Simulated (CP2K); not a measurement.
# B3LYP/def2-TZVPP run of BHF2 (SMILES FBF)

Aim: the vertical ionisation energy of BHF2 at B3LYP/def2-TZVPP, from 2 runs. 

The calculation is run with CP2K 2026.2.

1 further run of the same task is left out (set aside as unsound or not needed).

### 1 The system as given

BHF2: 4 atoms, total charge 0, spin state singlet. SMILES: `FBF`. Geometry: relaxed at PBE0-D4/def2-TZVP.

Bond lengths: F1–B2 1.313 Å, B2–F3 1.313 Å, B2–H4 1.191 Å. Angles: F1–B2–F3 118.1°, F1–B2–H4 121.0°, F3–B2–H4 121.0°.

### 2 A single-point energy at B3LYP/def2-TZVPP

Input file job.inp:

```
&GLOBAL
  PROJECT_NAME job
  RUN_TYPE ENERGY
  PRINT_LEVEL MEDIUM
&END GLOBAL
&FORCE_EVAL
  METHOD QS
  &DFT
    BASIS_SET_FILE_NAME ./def2_tzvpp.basis
    POTENTIAL_FILE_NAME POTENTIAL
    CHARGE 0
    MULTIPLICITY 1
    &QS
      METHOD GAPW
      EPS_DEFAULT 1.0E-10
    &END QS
    &MGRID
      CUTOFF 280
      REL_CUTOFF 50
      NGRIDS 4
    &END MGRID
    &POISSON
      PERIODIC NONE
      POISSON_SOLVER MULTIPOLE
    &END POISSON
    &SCF
      SCF_GUESS ATOMIC
      EPS_SCF 1.0E-07
      MAX_SCF 150
      ADDED_MOS 10
      &DIAGONALIZATION
        ALGORITHM STANDARD
      &END DIAGONALIZATION
      &MIXING
        METHOD DIRECT_P_MIXING
        ALPHA 0.4
      &END MIXING
    &END SCF
    &XC
      &XC_FUNCTIONAL
        &HYB_GGA_XC_B3LYP
        &END HYB_GGA_XC_B3LYP
      &END XC_FUNCTIONAL
      &HF
        FRACTION 0.2
        &SCREENING
          EPS_SCHWARZ 1.0E-10
          SCREEN_ON_INITIAL_P F
        &END SCREENING
        &INTERACTION_POTENTIAL
          POTENTIAL_TYPE COULOMB
        &END INTERACTION_POTENTIAL
        &MEMORY
          MAX_MEMORY 1050
        &END MEMORY
      &END HF
    &END XC
    &PRINT
      &MOMENTS
        PERIODIC F
        REFERENCE COM
        MAX_MOMENT 1
      &END MOMENTS
      &MO ON
        ENERGIES T
        OCCUPATION_NUMBERS T
        NDIGITS 6
        &EACH
          QS_SCF 0
        &END EACH
        ADD_LAST NUMERIC
      &END MO
      &LOWDIN ON
      &END LOWDIN
      &HIRSHFELD OFF
      &END HIRSHFELD
      &MO_MOLDEN ON
        NDIGITS 8
      &END MO_MOLDEN
    &END PRINT
  &END DFT
  &SUBSYS
    &CELL
      ABC [angstrom] 9.2 8.5 8.2
      PERIODIC NONE
    &END CELL
    &COORD
      UNIT bohr
      F      2.1813109     0.8634159    -0.6838919
      B     -0.0035905    -0.0585815     0.0476211
      F     -2.0700060     0.9990982    -0.8294008
      H     -0.1077144    -1.8039326     1.4656716
    &END COORD
    &TOPOLOGY
      &CENTER_COORDINATES
      &END CENTER_COORDINATES
    &END TOPOLOGY
    &KIND F
      BASIS_SET def2-TZVPP
      POTENTIAL ALL
      LEBEDEV_GRID 194
      RADIAL_GRID 100
    &END KIND
    &KIND B
      BASIS_SET def2-TZVPP
      POTENTIAL ALL
      LEBEDEV_GRID 194
      RADIAL_GRID 100
    &END KIND
    &KIND H
      BASIS_SET def2-TZVPP
      POTENTIAL ALL
      LEBEDEV_GRID 194
      RADIAL_GRID 100
    &END KIND
  &END SUBSYS
&END FORCE_EVAL
```

On the command line:

```console
$ OMP_NUM_THREADS=1 cp2k.psmp job.inp > job.out
```

What it wrote:

```text
CP2K| version string:                                       CP2K version 2026.2
[...]
 GLOBAL| Method name                                                        CP2K
[...]
 GLOBAL| Run type                                                         ENERGY
[...]
 DFT| Spin restricted Kohn-Sham (RKS) calculation                            RKS
 DFT| Multiplicity                                                             1
[...]
 DFT| Charge                                                                   0
[...]
 FUNCTIONAL| HYB_GGA_XC_B3LYP:
[...]
 QS| Method:                                                                GAPW
[...]
 QS| Density cutoff [a.u.]:                                                140.0
[...]
 QS| Relative density cutoff [a.u.]:                                        25.0
[...]
                             - Atoms:                                          4
[...]
                             - Spherical basis functions:                    107
[...]
 Number of electrons:                                                         24
[...]
     1 P_Mix/Diag. 0.40E+00    6.4     0.45961694      -225.5655784501 -2.26E+02
[...]
    13 DIIS/Diag.  0.62E-06    1.4     0.00000008      -225.3572377377  2.84E-14
  *** SCF run converged in    13 steps ***
[...]
  Overlap energy of the core charge distribution:               0.00001727777432
  Self energy of the core charge distribution:               -226.78959113727268
  Core Hamiltonian energy:                                    -15.07624311654129
  Hartree energy:                                              50.74745698952242
  Exchange-correlation energy:                                 -7.83556192122894
  Hartree-Fock Exchange energy:                                -4.88526454696721
[...]
                     Mulliken Population Analysis
 #  Atom  Element  Kind  Atomic population                           Net charge
       1     F        1          9.226251                             -0.226251
       2     B        2          4.548259                              0.451741
       3     F        1          9.226224                             -0.226224
       4     H        3          0.999266                              0.000734
 # Total charge                             24.000000                  0.000000
[...]
  Dipole moment [Debye]
    X= -0.4199602E-01 Y= -0.6940530E+00 Z=  0.5647310E+00  Total=      0.8957647
 ENERGY| Total FORCE_EVAL ( QS ) energy [hartree]           -225.357237737675433
[...]
```

It took 25 s on 1 thread of Arm Neoverse V1, shared host; peak memory 0.54 GiB.

### 3 The doublet cation, same level

Input file run.inp:

```
&GLOBAL
 PROJECT_NAME run
 RUN_TYPE ENERGY
 PRINT_LEVEL MEDIUM
&END GLOBAL

&FORCE_EVAL
 METHOD Quickstep
 &DFT
  BASIS_SET_FILE_NAME ./def2_tzvpp.basis
  POTENTIAL_FILE_NAME POTENTIAL
  CHARGE 1
  MULTIPLICITY 2
  LSD T
  &QS
   METHOD GAPW
   EPS_DEFAULT 1.0E-10
  &END QS
  &MGRID
   CUTOFF 280
   REL_CUTOFF 50
   NGRIDS 4
  &END MGRID
  &POISSON
   PERIODIC NONE
   POISSON_SOLVER MULTIPOLE
  &END POISSON
  &SCF
   SCF_GUESS ATOMIC
   EPS_SCF 1.0E-06
   MAX_SCF 40
   &OT
    MINIMIZER DIIS
    PRECONDITIONER FULL_SINGLE_INVERSE
   &END OT
   &OUTER_SCF
    EPS_SCF 1.0E-06
    MAX_SCF 8
   &END OUTER_SCF
  &END SCF
  &XC
   &XC_FUNCTIONAL
    &HYB_GGA_XC_B3LYP
    &END HYB_GGA_XC_B3LYP
   &END XC_FUNCTIONAL
   &HF
    FRACTION 0.2
    &SCREENING
     EPS_SCHWARZ 1.0E-10
    &END SCREENING
    &MEMORY
     MAX_MEMORY 1050
    &END MEMORY
   &END HF
  &END XC
  &PRINT
   &MOMENTS
    PERIODIC F
    REFERENCE COM
    MAX_MOMENT 1
   &END MOMENTS
   &MO_CUBES
    NLUMO 1
    NHOMO -1
    WRITE_CUBE F
   &END MO_CUBES
   &LOWDIN ON
   &END LOWDIN
   &HIRSHFELD OFF
   &END HIRSHFELD
  &END PRINT
 &END DFT
 &SUBSYS
  &CELL
   ABC 9.2 8.5 8.2
   PERIODIC NONE
  &END CELL
  &COORD
   F      1.154300     0.456900    -0.361900
   B     -0.001900    -0.031000     0.025200
   F     -1.095400     0.528700    -0.438900
   H     -0.057000    -0.954600     0.775600
  &END COORD
  &TOPOLOGY
   &CENTER_COORDINATES
   &END CENTER_COORDINATES
  &END TOPOLOGY
  &KIND F
   BASIS_SET def2-TZVPP
   POTENTIAL ALL
   LEBEDEV_GRID 194
   RADIAL_GRID 100
  &END KIND
  &KIND B
   BASIS_SET def2-TZVPP
   POTENTIAL ALL
   LEBEDEV_GRID 194
   RADIAL_GRID 100
  &END KIND
  &KIND H
   BASIS_SET def2-TZVPP
   POTENTIAL ALL
   LEBEDEV_GRID 194
   RADIAL_GRID 100
  &END KIND
 &END SUBSYS
&END FORCE_EVAL
```

On the command line:

```console
$ OMP_NUM_THREADS=1 cp2k.psmp -i run.inp -o run.out
```

What it wrote:

```text
CP2K| version string:                                       CP2K version 2026.2
[...]
 GLOBAL| Method name                                                        CP2K
[...]
 GLOBAL| Run type                                                         ENERGY
[...]
 DFT| Spin unrestricted (spin-polarized) Kohn-Sham calculation               UKS
 DFT| Multiplicity                                                             2
[...]
 DFT| Charge                                                                   1
[...]
 FUNCTIONAL| HYB_GGA_XC_B3LYP:
[...]
 QS| Method:                                                                GAPW
[...]
 QS| Density cutoff [a.u.]:                                                140.0
[...]
 QS| Relative density cutoff [a.u.]:                                        25.0
[...]
                             - Atoms:                                          4
[...]
                             - Spherical basis functions:                    107
[...]
 Number of electrons:                                                         12
[...]
     1 OT DIIS     0.80E-01    7.5     0.31479973      -213.6512200930 -2.14E+02
[...]
    23 OT DIIS     0.80E-01    2.6     0.00000094      -224.8416141561 -4.73E-11
  *** SCF run converged in    23 steps ***
[...]
  Overlap energy of the core charge distribution:               0.00001727777815
  Self energy of the core charge distribution:               -226.78959113727268
  Core Hamiltonian energy:                                    -15.65148731124505
  Hartree energy:                                              51.52012851472046
  Exchange-correlation energy:                                 -7.53488231495780
  Hartree-Fock Exchange energy:                                -4.79666232412546
[...]
                     Mulliken Population Analysis
 #  Atom  Element  Kind  Atomic population (alpha,beta) Net charge  Spin moment
       1     F        1         4.605261     4.345722     0.049018     0.259539
       2     B        2         2.243979     2.140770     0.615251     0.103209
       3     F        1         4.605152     4.346108     0.048740     0.259044
       4     H        3         0.545608     0.167401     0.286992     0.378207
 # Total charge and spin       12.000000    11.000000     1.000000     1.000000
[...]
  Dipole moment [Debye]
    X= -0.1712149E+00 Y= -0.2875372E+01 Z=  0.2337910E+01  Total=      3.7098382
[...]
 HOMO - LUMO gap [eV] :    2.745932
 ENERGY| Total FORCE_EVAL ( QS ) energy [hartree]           -224.841614156097421
[...]
```

It took 7.8 min on 1 thread of Arm Neoverse V1, shared host; peak memory 0.63 GiB.

### 4 Outcome

Level: B3LYP/def2-TZVPP.

```
                                          quantity          value
                        singlet BHF2: total energy  -225.35724 Eh
                       singlet BHF2: dipole moment         0.90 D
                         singlet BHF2: HOMO energy      -10.63 eV
                         singlet BHF2: LUMO energy       -0.62 eV
                       singlet BHF2: HOMO–LUMO gap       10.01 eV
                      doublet cation: total energy  -224.84161 Eh
doublet cation: HOMO energy (highest over α and β)      -20.15 eV
 doublet cation: LUMO energy (lowest over α and β)      -17.41 eV
                              doublet cation: ⟨S²⟩          0.755
vertical ionisation energy (to the doublet cation)      14.031 eV
```

What this shows: The vertical ionisation energy comes to 14.03 eV (1354 kJ/mol). −ε(HOMO) before ionisation, 10.63 eV, is 3.40 eV below this ionisation energy.
